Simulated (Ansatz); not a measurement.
**C3H5FS: basis-set convergence**

How large a basis does C3H5FS need? Two functionals are run in growing sets.

Method: one geometry, several basis sets; program: Ansatz 0.2.0, Gaussian basis.

Plan: PBE0-D4/def2-SVP; ωB97M-V/def2-SVP; PBE0-D4/def2-QZVPP; ωB97M-V/def2-QZVPP; the functionals' def2-TZVPP values are taken from earlier runs.

## 1. The geometry

All runs share one geometry, relaxed beforehand with PBE0-D4 in a triple-zeta def2 set.

SMILES `C=C(F)CS`, 10 atoms, charge 0, spin multiplicity 1.

Atoms are counted from 1 here; the program's logs count them from 0.

Bond lengths: C1–C2 1.320 Å, C1–H6 1.082 Å, C1–H7 1.081 Å, C2–F3 1.345 Å, C2–C4 1.481 Å, C4–S5 1.819 Å, C4–H8 1.089 Å, C4–H9 1.092 Å, S5–H10 1.342 Å. Angles: C2–C1–H6 121.0°, C2–C1–H7 119.9°, H6–C1–H7 119.1°, C1–C2–F3 120.0°, C1–C2–C4 128.0°, F3–C2–C4 112.0°, C2–C4–S5 113.4°, C2–C4–H8 109.7°, C2–C4–H9 110.4°, S5–C4–H8 105.7°, S5–C4–H9 109.2°, H8–C4–H9 108.2°, C4–S5–H10 96.2°.

## 2. PBE0-D4 in def2-SVP

in.yaml

```yaml
crystal:
  periodic: [false, false, false]
  atoms:
    - {symbol: C, position_ang: [-0.482070, 1.145064, 1.136016]}
    - {symbol: C, position_ang: [0.164578, 0.159598, 0.541206]}
    - {symbol: F, position_ang: [1.409290, -0.162998, 0.936639]}
    - {symbol: C, position_ang: [-0.309983, -0.707469, -0.561200]}
    - {symbol: S, position_ang: [0.616544, -0.480870, -2.110123]}
    - {symbol: H, position_ang: [-0.025187, 1.706769, 1.939490]}
    - {symbol: H, position_ang: [-1.481375, 1.403892, 0.816729]}
    - {symbol: H, position_ang: [-1.345314, -0.465480, -0.798923]}
    - {symbol: H, position_ang: [-0.264036, -1.757907, -0.265495]}
    - {symbol: H, position_ang: [1.800753, -0.891899, -1.631539]}
basis:
  gaussian: {orbitals: def2-SVP}
hamiltonian: {xc: pbe0, dispersion: d4}
output: {orbitals: {seedname: orbitals}}
```

Run with:

```sh
$ ansatz run in.yaml --threads 4 --pin off --events-out ev --progress --plain --max-ram 10444MiB
```

Further steps of the session: ωB97M-V in def2-SVP; PBE0-D4 in def2-QZVPP; ωB97M-V in def2-QZVPP.

Q: Predict the results of all the runs planned. Wanted: PBE0-D4: double and triple zeta above quadruple; ωB97M-V: double and triple zeta above quadruple.

**Answer**, as computed:

| quantity | value |
| --- | --- |
| PBE0-D4: double and triple zeta above quadruple | 11.28, 0.65 eV |
| ωB97M-V: double and triple zeta above quadruple | 11.49, 0.62 eV |

PBE0-D4 gains 10.63 eV from double to triple zeta, then 0.65 eV more. These are total energies; as a rule much of such shifts cancels in differences, which this series doesn't test. The LUMO of ωB97M-V is positive and keeps falling with the basis (2.36 to 1.62 eV): an unbound level that the basis holds in place.
